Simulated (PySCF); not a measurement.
# Difluoroborane (BHF2): NMR shifts and electronic excitations in gas and solvents, part 2 of 2

PySCF 2.14.0. Atoms count from 0. Earlier steps stand in the parts before.

## (8) NMR shieldings: wB97X-D/pcSseg-2 in chloroform

Job settings and geometry (Å):

```
{"job": {"kind": "nmr", "xc": "wB97X-D", "basis": "pcSseg-2", "pop": false, "solvent": "chloroform"}, "charge": 0, "multiplicity": 1}
F     -0.519629    -1.161073     0.234143
B      0.038374    -0.003246    -0.035973
F     -0.410249     1.060388     0.590445
H      0.927572     0.078445    -0.823917
```

Method: GIAO wB97X-D/pcSseg-2 NMR shielding, non-relativistic, IEF-PCM chloroform.

Output:

```text
coarse grid: 3880 points
cycle   1  E = -225.2165831071  dE =  2.281e-01  |g| = 6.644e-01  |ddm| = 1.181e+00
cycle   2  E = -225.2124571052  dE =  4.126e-03  |g| = 7.652e-01  |ddm| = 4.910e-01
cycle   3  E = -225.2890398255  dE = -7.658e-02  |g| = 2.721e-02  |ddm| = 2.348e-01
cycle   4  E = -225.2892459227  dE = -2.061e-04  |g| = 8.933e-03  |ddm| = 2.936e-02
cycle   5  E = -225.2892653588  dE = -1.944e-05  |g| = 1.024e-03  |ddm| = 7.724e-03
cycle   6  E = -225.2892658669  dE = -5.081e-07  |g| = 1.987e-04  |ddm| = 2.286e-03
final grid: 39792 points
cycle   7  E = -225.2871448740  dE = -1.093e-04  |g| = 7.698e-03  |ddm| = 2.908e-02
cycle   8  E = -225.2871443520  dE =  5.220e-07  |g| = 8.234e-03  |ddm| = 4.708e-03
cycle   9  E = -225.2871526780  dE = -8.326e-06  |g| = 2.637e-04  |ddm| = 2.355e-03
cycle  10  E = -225.2871526981  dE = -2.012e-08  |g| = 7.465e-05  |ddm| = 3.069e-04
cycle  11  E = -225.2871526996  dE = -1.473e-09  |g| = 1.611e-05  |ddm| = 6.512e-05
cycle  12  E = -225.2871526997  dE = -1.258e-10  |g| = 2.381e-06  |ddm| = 3.583e-05
converged SCF energy = -225.2871526997

GIAO shielding tensors (ppm)
atom      isotropic    diamagn.    paramagn.     s11        s22        s33       span
  0 F      249.635     467.150    -217.515     65.214    307.962    375.730    310.516
  1 B       78.113     193.857    -115.744     68.191     81.265     84.883     16.692
  2 F      249.732     467.159    -217.427     65.404    308.076    375.716    310.313
  3 H       27.005      28.419      -1.414     24.419     26.238     30.358      5.938
```

Wall time 5.8 s (1 thread of Arm Neoverse N1, shared host); peak memory 0.43 GiB.

Key values: δ F0 -62.5, B1 21.9, H3 4.61 ppm (means over like atoms).

## (9) TDDFT and polarisability: PBE0/aug-cc-pVTZ

Job settings and geometry (Å):

```
{"job": {"kind": "uv", "xc": "PBE0", "basis": "aug-cc-pVTZ", "ip": false, "dynamic": true}, "charge": 0, "multiplicity": 1}
F     -0.519629    -1.161073     0.234143
B      0.038374    -0.003246    -0.035973
F     -0.410249     1.060388     0.590445
H      0.927572     0.078445    -0.823917
```

With the program's defaults for keys left out, this is: TDDFT PBE0/aug-cc-pVTZ, vertical, gas phase, core orbitals frozen in the response.

Output:

```text
coarse grid: 3880 points
cycle   1  E = -225.0569310987  dE =  2.258e-01  |g| = 5.954e-01  |ddm| = 3.654e+00
cycle   2  E = -224.9954487519  dE =  6.148e-02  |g| = 9.069e-01  |ddm| = 1.440e+00
cycle   3  E = -225.1107285809  dE = -1.153e-01  |g| = 1.163e-02  |ddm| = 8.271e-01
cycle   4  E = -225.1107511584  dE = -2.258e-05  |g| = 4.594e-03  |ddm| = 1.826e-02
cycle   5  E = -225.1107542699  dE = -3.111e-06  |g| = 6.000e-04  |ddm| = 6.046e-03
final grid: 39792 points
cycle   6  E = -225.1115526517  dE = -9.736e-05  |g| = 2.802e-03  |ddm| = 1.024e-01
cycle   7  E = -225.1115528337  dE = -1.820e-07  |g| = 2.484e-03  |ddm| = 6.815e-03
cycle   8  E = -225.1115535910  dE = -7.573e-07  |g| = 6.510e-04  |ddm| = 2.830e-03
cycle   9  E = -225.1115536497  dE = -5.867e-08  |g| = 1.117e-04  |ddm| = 8.381e-04
cycle  10  E = -225.1115536521  dE = -2.463e-09  |g| = 9.646e-06  |ddm| = 1.802e-04
cycle  11  E = -225.1115536521  dE = -5.912e-12  |g| = 7.223e-06  |ddm| = 1.436e-05
converged SCF energy = -225.1115536521

Static polarisability (au): isotropic 16.510, principal 14.124 17.383 18.022

Singlet excitations
state   eV       nm        f      main configurations
  1   8.5830    144.5   0.05123   H->L 0.97
  2   9.7430    127.3   0.00000   H-1->L 0.96
  3  10.1369    122.3   0.00258   H->L+1 0.98
  4  10.4895    118.2   0.15512   H->L+2 0.98
  5  10.5434    117.6   0.01354   H->L+3 0.88, H-2->L 0.08
  6  10.9766    113.0   0.00735   H->L+4 0.96
  7  10.9984    112.7   0.03881   H-2->L 0.71, H-1->L+1 0.16
  8  11.4919    107.9   0.08884   H-1->L+1 0.76, H-2->L 0.13
  9  11.6938    106.0   0.01490   H->L+5 0.93
 10  11.7627    105.4   0.00000   H-2->L+1 0.89

Triplet excitations (Tamm-Dancoff, eV): 7.5017 9.5068 9.6360 9.8010
```

Wall time 10 s (1 thread of Arm Neoverse N1, shared host); peak memory 0.5 GiB.

Frontier orbitals and where they lie:

```tsv
orbital	eV	atoms
HOMO−3	-14.19	F2 40 %, F0 40 %, B1 18 %
HOMO−2	-12.76	F0 44 %, F2 44 %, B1 11 %
HOMO−1	-12.33	F2 44 %, F0 44 %, B1 11 %
HOMO	-10.89	H3 31 %, B1 30 %, F0 20 %
LUMO	-0.49	B1 59 %, H3 15 %, F0 13 %
LUMO+1	0.25	H3 62 %, B1 32 %
LUMO+2	0.68	B1 78 %, H3 14 %
```

With each of the 10 states as a Gaussian band of 0.4 eV half-width at 1/e, the curve within the window shown has maxima at 145 nm (ε 2,100), 118 nm (ε 7,300), 109 nm (ε 4,500) L/(mol cm). Beyond the last state computed it falls off for lack of states. The curve at chosen wavelengths:

nm, ε (L/mol/cm) and a bar:
```
      103        729 ###
      105       2301 #########
      107       4048 #################
      109       4472 ##################
      111       3968 ################
      113       4099 #################
      115       5451 ######################
      118       7300 ##############################
      120       6223 ##########################
      122       3835 ################
      124       1746 #######
      126        609 ##
      128        171 #
      130         46 
      132         38 
      134        112 
      136        318 #
      138        705 ###
      140       1241 #####
      143       1948 ########
      145       2069 ########
      147       1847 #######
      149       1404 ######
      151        921 ####
      153        528 ##
      155        267 #
```

Further results of this job:

```tsv
property	computed	measured
dipole moment (D)	0.91	0.97
polarisability (Å³)	2.45	–
HOMO–LUMO gap (eV)	10.40	–
−ε(HOMO) (eV)	10.89	–
C6 with itself (au)	146	–
```

Measured: gas; NIST CCCBDB Release 22 (SRD 101), experimental dipoles.

## (10) Ultraviolet spectrum: CAM-B3LYP/aug-cc-pVTZ

Job settings and geometry (Å):

```
{"job": {"kind": "uv", "xc": "CAM-B3LYP", "basis": "aug-cc-pVTZ", "ip": false, "dynamic": false}, "charge": 0, "multiplicity": 1}
F     -0.519629    -1.161073     0.234143
B      0.038374    -0.003246    -0.035973
F     -0.410249     1.060388     0.590445
H      0.927572     0.078445    -0.823917
```

Method: TDDFT CAM-B3LYP/aug-cc-pVTZ, vertical, gas phase, core orbitals frozen in the response.

Output:

```text
coarse grid: 3880 points
cycle   1  E = -225.2172514390  dE =  2.345e-01  |g| = 6.564e-01  |ddm| = 3.659e+00
cycle   2  E = -225.1854656782  dE =  3.179e-02  |g| = 8.751e-01  |ddm| = 1.525e+00
cycle   3  E = -225.2866956452  dE = -1.012e-01  |g| = 2.598e-02  |ddm| = 7.897e-01
cycle   4  E = -225.2868423683  dE = -1.467e-04  |g| = 8.448e-03  |ddm| = 4.794e-02
cycle   5  E = -225.2868578323  dE = -1.546e-05  |g| = 8.032e-04  |ddm| = 1.610e-02
cycle   6  E = -225.2868580450  dE = -2.127e-07  |g| = 1.363e-04  |ddm| = 1.720e-03
final grid: 39792 points
cycle   7  E = -225.2838536947  dE = -7.926e-05  |g| = 1.842e-03  |ddm| = 7.713e-02
cycle   8  E = -225.2838539710  dE = -2.763e-07  |g| = 7.726e-04  |ddm| = 4.269e-03
cycle   9  E = -225.2838540065  dE = -3.552e-08  |g| = 6.080e-04  |ddm| = 1.356e-03
cycle  10  E = -225.2838540533  dE = -4.677e-08  |g| = 3.919e-05  |ddm| = 5.675e-04
cycle  11  E = -225.2838540536  dE = -2.767e-10  |g| = 5.711e-06  |ddm| = 6.776e-05
converged SCF energy = -225.2838540536

Static polarisability (au): isotropic 16.550, principal 14.157 17.425 18.069

Singlet excitations
state   eV       nm        f      main configurations
  1   8.6224    143.8   0.05147   H->L 0.78, H->L+4 0.20
  2   9.8354    126.1   0.00000   H-1->L 0.76, H-1->L+4 0.22
  3  10.2899    120.5   0.00238   H->L+1 0.89, H->L+5 0.08
  4  10.6749    116.1   0.18568   H->L+2 0.87
  5  10.6945    115.9   0.00988   H->L+3 0.76
  6  11.0689    112.0   0.02876   H-2->L 0.54, H-1->L+1 0.18, H-2->L+4 0.12
  7  11.2261    110.4   0.01008   H->L+4 0.74, H->L 0.21
  8  11.6238    106.7   0.13281   H-1->L+1 0.52, H-2->L 0.15, H->L+3 0.13
  9  11.7766    105.3   0.00001   H-2->L+1 0.70, H-2->L+5 0.14, H-2->L+2 0.11
 10  11.9952    103.4   0.00639   H->L+5 0.74, H->L+2 0.08

Triplet excitations (Tamm-Dancoff, eV): 7.6361 9.6081 9.7425 9.9339
```

Wall time 10 s (1 thread of Arm Neoverse N1, shared host); peak memory 0.51 GiB.

Key values: HOMO -12.47 eV, LUMO 0.34 eV; lowest singlet 8.62 eV.

## (11) Ultraviolet spectrum: wB97X-D/aug-cc-pVTZ

Job settings and geometry (Å):

```
{"job": {"kind": "uv", "xc": "wB97X-D", "basis": "aug-cc-pVTZ", "ip": true, "dynamic": false}, "charge": 0, "multiplicity": 1}
F     -0.519629    -1.161073     0.234143
B      0.038374    -0.003246    -0.035973
F     -0.410249     1.060388     0.590445
H      0.927572     0.078445    -0.823917
```

Level: TDDFT wB97X-D/aug-cc-pVTZ, vertical, gas phase, core orbitals frozen in the response.

Output:

```text
coarse grid: 3880 points
cycle   1  E = -225.2017620524  dE =  2.362e-01  |g| = 6.631e-01  |ddm| = 3.533e+00
cycle   2  E = -225.1946561491  dE =  7.106e-03  |g| = 7.885e-01  |ddm| = 1.475e+00
cycle   3  E = -225.2753728221  dE = -8.072e-02  |g| = 2.838e-02  |ddm| = 7.137e-01
cycle   4  E = -225.2755885385  dE = -2.157e-04  |g| = 9.120e-03  |ddm| = 5.932e-02
cycle   5  E = -225.2756088841  dE = -2.035e-05  |g| = 1.161e-03  |ddm| = 2.080e-02
cycle   6  E = -225.2756093723  dE = -4.882e-07  |g| = 2.180e-04  |ddm| = 3.566e-03
final grid: 39792 points
cycle   7  E = -225.2770550884  dE = -1.049e-04  |g| = 7.088e-03  |ddm| = 1.433e-01
cycle   8  E = -225.2770544403  dE =  6.481e-07  |g| = 7.442e-03  |ddm| = 2.035e-02
cycle   9  E = -225.2770611632  dE = -6.723e-06  |g| = 3.145e-04  |ddm| = 7.084e-03
cycle  10  E = -225.2770611825  dE = -1.938e-08  |g| = 4.927e-05  |ddm| = 1.504e-03
cycle  11  E = -225.2770611833  dE = -7.478e-10  |g| = 1.620e-05  |ddm| = 2.038e-04
converged SCF energy = -225.2770611833

Static polarisability (au): isotropic 16.570, principal 14.277 17.433 18.001

Singlet excitations
state   eV       nm        f      main configurations
  1   8.7099    142.3   0.05406   H->L+1 0.61, H->L+4 0.37
  2   9.9340    124.8   0.00000   H-1->L+1 0.58, H-1->L+4 0.40
  3  10.2984    120.4   0.00341   H->L 0.82
  4  10.6696    116.2   0.16168   H->L+2 0.77, H->L+5 0.15
  5  10.7021    115.9   0.01068   H->L+3 0.79
  6  11.0734    112.0   0.00649   H->L+4 0.58, H->L+1 0.38
  7  11.1459    111.2   0.02715   H-2->L+1 0.46, H-2->L+4 0.25, H-1->L 0.14
  8  11.6476    106.4   0.10286   H-1->L 0.52, H-1->L+5 0.12, H-2->L+1 0.11
  9  11.8312    104.8   0.00000   H-2->L 0.65, H-2->L+5 0.21, H-2->L+2 0.09
 10  11.9074    104.1   0.01203   H->L+5 0.65, H->L+2 0.11, H->L 0.11

Triplet excitations (Tamm-Dancoff, eV): 7.8324 9.7313 9.8937 9.9298
Vertical ionisation energy (delta-SCF) = 14.1200 eV
```

Run time: 18 s. Hardware: 1 thread of Arm Neoverse N1, shared host; peak memory 0.52 GiB.

In short: HOMO -12.86 eV, LUMO 1.05 eV; lowest singlet 8.71 eV.

## (12) Run by run: NMR shifts

Shifts (ppm), means over like atoms, with basis size and wall time:

```tsv
run	H3	F0	B1	functions	time
PBE0/pcSseg-2	4.64	-61.6	22.1	122	6.2 s
KT3/pcSseg-2	4.57	-86.2	19.1	122	6.5 s
wB97X-D/pcSseg-2	4.56	-59.6	21.4	122	5.7 s
B97-2/pcSseg-2	4.55	-67.5	21.0	122	4.3 s
WP04/pcSseg-2 in chloroform	4.24	-80.5	22.1	122	4.8 s
wB97X-D/pcSseg-2 in chloroform	4.61	-62.5	21.9	122	5.8 s
```

## (13) Side by side: electronic excitations

Excitations and ground-state properties, with basis size and wall time:

```tsv
run	lowest singlet (eV)	brightest (eV)	f	gap (eV)	α (Å³)	μ (D)	functions	time
PBE0/aug-cc-pVTZ	8.58	10.49	0.155	10.40	2.45	0.91	161	10 s
CAM-B3LYP/aug-cc-pVTZ	8.62	10.67	0.186	12.81	2.45	0.95	161	10 s
wB97X-D/aug-cc-pVTZ	8.71	10.67	0.162	13.92	2.46	0.91	161	18 s
```

Measured dipole: 0.97 D (gas; NIST CCCBDB Release 22 (SRD 101), experimental dipoles).

## (14) What came out

What follows sums up all 2 parts.

| quantity | value |
| --- | --- |
| point group | C2v |
| rotational constants (main isotopes) | 74.32, 10.49, 9.19 GHz |
| ¹H shifts against TMS (PBE0/pcSseg-2) | 4.64 ppm |
| ¹⁹F shifts against CFCl3 (PBE0/pcSseg-2, means over atoms taken as alike) | -61.6 ppm |
| ¹¹B shifts against BF3·OEt2 (PBE0/pcSseg-2) | 22.1 ppm |
| lowest singlet (PBE0/aug-cc-pVTZ) | 8.58 eV (144 nm), f = 0.051 |
| brightest single state of those computed | state 4, 10.49 eV, f = 0.155 |
| lowest triplet | 7.50 eV |
| range of the shift of F0 (wB97X-D/pcSseg-2 runs) | -62.5 to -59.6 ppm |
| range of the lowest singlet | 8.58 to 8.71 eV |

In words: The optimisation took 5 steps and gained 0.005 eV; among the close pairs (by a distance rule), B1–H3 changed most, from 1.206 to 1.191 Å. At PBE0/pcSseg-2: The widest tensor belongs to F0, F2: span 327 ppm, with a paramagnetic part of -232 ppm. The lowest singlet, at 8.58 eV, is HOMO→LUMO 0.97 and is bright; of the 10 states computed, the strongest absorption comes from state 4 at 10.49 eV. The lowest triplet lies 1.08 eV below the lowest singlet (triplets in Tamm-Dancoff, singlets in full TDDFT). The dipole moment, 0.91 D, compares with 0.97 D measured. At one level, wB97X-D/pcSseg-2: In ppm, F0 (with its like atoms) moves most: its shift spreads over 2.9 ppm, from -62.5 (wB97X-D/pcSseg-2 in chloroform) to -59.6 (wB97X-D/pcSseg-2). The lowest singlet runs from 8.58 eV (PBE0/aug-cc-pVTZ) to 8.71 eV (wB97X-D/aug-cc-pVTZ), while the orbital gap spans 10.40 to 13.92 eV: the excitation energy moves far less from run to run than the orbital gap does. The lowest state need not be the same one in every run. For the measured dipole, CAM-B3LYP/aug-cc-pVTZ misses least (0.02 D, 10 s) and wB97X-D/aug-cc-pVTZ most (0.06 D, 18 s). One molecule ranks no method: errors cancel, and vibration and temperature are missing from all runs.
